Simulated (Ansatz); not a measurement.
# AlPH (quartet): PBE-QIDH, RPA-PBE over a scan of the scale of all distances, 6-31G

How well do these functionals follow the top wave-function level for AlPH (quartet) over a scan of the scale of all distances?

Method: 6-31G, all electrons in the functionals, frozen cores in the correlation of double hybrids and RPA; program: Ansatz 0.2.0, Gaussian basis.

To be run: PBE-QIDH, RPA-PBE, at 0.865; 1.000; 1.125; 1.300; 1.484; 1.775; 1.967; 2.360.

16 further runs of the same task are left out: 11 that didn't finish, 5 set aside as unsound or not needed.

## 1. What is computed

The geometry derives from a PBE0/def2-TZVP stationary point (not a proven minimum). All distances are scaled together.

3 atoms, charge 0, spin multiplicity 4.

Atoms are counted from 1 here; the program's logs count them from 0.

Bond lengths: Al1–P2 2.386 Å, Al1–H3 1.614 Å. Angles: P2–Al1–H3 114.3°.

No dispersion term is added.

The geometry shown and the zero of energy belong to the point 1.000. The yardstick, FCI, and other wave-function levels (R restricted, U unrestricted, valence and pair active spaces) come from earlier runs.

## 2. PBE-QIDH, 0.865

File in.yaml:

```yaml
crystal:
  periodic: [false, false, false]
  atoms:
    - {symbol: Al, position_ang: [0.000000, -0.093157, 1.070621]}
    - {symbol: P, position_ang: [0.000000, 0.044123, -0.988900]}
    - {symbol: H, position_ang: [0.000000, 1.137841, 1.729219]}
basis:
  gaussian: {orbitals: 6-31G}
magnetization: {spin_polarized: true, initial_magnetization: 3}
hamiltonian: {xc: {name: PBE-QIDH}}
correlation: {electrons: outside_noble_gas}
```

The run is started by

```sh
> ansatz run in.yaml --threads 1 --pin off --events-out ev --progress --plain --max-ram 2393MiB
```

After this run come: PBE-QIDH, 1.000; PBE-QIDH, 1.125; PBE-QIDH, 1.300; PBE-QIDH, 1.484; PBE-QIDH, 1.775; PBE-QIDH, 1.967; PBE-QIDH, 2.360; RPA-PBE, 0.865; RPA-PBE, 1.000; RPA-PBE, 1.125; RPA-PBE, 1.300; RPA-PBE, 1.484; RPA-PBE, 1.775; RPA-PBE, 1.967; RPA-PBE, 2.360.

Before running them: what should the planned runs give, taken together? Wanted: span of the FCI curve; largest miss, PBE-QIDH; largest miss, RPA-PBE.

As calculated:

| quantity | value |
| --- | --- |
| span of the FCI curve | 58.8 kcal/mol |
| largest miss, PBE-QIDH | +20.6 kcal/mol (1.775) |
| largest miss, RPA-PBE | -2.2 kcal/mol (1.775) |

**Reading.** Of the functionals, RPA-PBE keep the smallest largest miss at the points compared (at most 2.2 kcal/mol) and PBE-QIDH strays most (20.6 kcal/mol, at 1.775). PBE-QIDH, RPA-PBE clearly break the spin symmetry at some points (⟨S²⟩ up to 0.93 above the pure value), so energy there is bought with a mixed spin. Functionals and the yardstick converge differently with the basis, so part of each miss in 6-31G is the basis.
